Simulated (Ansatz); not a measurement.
Reaction: C2H6S (ethanethiol, SMILES CCS) → CH3 (SMILES [CH3], doublet) + CH3S (SMILES S[CH2], doublet) (the C-C bond breaks)
Each species at its own B3LYP-D3(BJ)/def2-TZVP minimum (Ansatz, an electronic-structure program), one conformer.

Total energies in hartree (Ansatz). UHF or UKS for unpaired electrons; spin-orbit terms are left out. Cores are frozen in correlated methods. No relativity.

| species | HF/cc-pV(T+d)Z | CCSD(T)/cc-pV(T+d)Z | HF/cc-pV(Q+d)Z | CCSD(T)/cc-pV(Q+d)Z | CCSD(T)/cc-pV(D+d)Z | CCSDT(Q)/cc-pV(D+d)Z |
|---|---|---|---|---|---|---|
| 1: C2H6S (ethanethiol, SMILES CCS) | -476.80680 | -477.41208 | -476.81570 | -477.45475 | -477.26037 | -477.26211 |
| 2: CH3 (SMILES [CH3], doublet) | -39.57748 | -39.76098 | -39.58026 | -39.77245 | -39.71583 | -39.71634 |
| 3: CH3S (SMILES [CH2]S, doublet) | -437.13154 | -437.50973 | -437.13813 | -437.53984 | -437.40484 | -437.40627 |

Question: Work out the bond dissociation energy (electronic) in kJ/mol: take Hartree-Fock from cc-pV(Q+d)Z, extrapolate the CCSD(T) correlation energy as X^-3 (X = 3, 4), and add CCSDT(Q) - CCSD(T) in cc-pV(D+d)Z. 1 hartree = 2625.5 kJ/mol.

Answer: 
Species 1: correlation (64·(-0.63905) - 27·(-0.60528))/37 = -0.66369; step -0.00174; E1 = -476.81570 + (-0.66369) + (-0.00174) = -477.48113
Species 2: correlation (64·(-0.19219) - 27·(-0.18350))/37 = -0.19853; step -0.00051; E2 = -39.58026 + (-0.19853) + (-0.00051) = -39.77930
Species 3: correlation (64·(-0.40171) - 27·(-0.37819))/37 = -0.41887; step -0.00143; E3 = -437.13813 + (-0.41887) + (-0.00143) = -437.55843
-1·E1 +1·E2 +1·E3 = 0.14340 hartree = 376.5 kJ/mol.
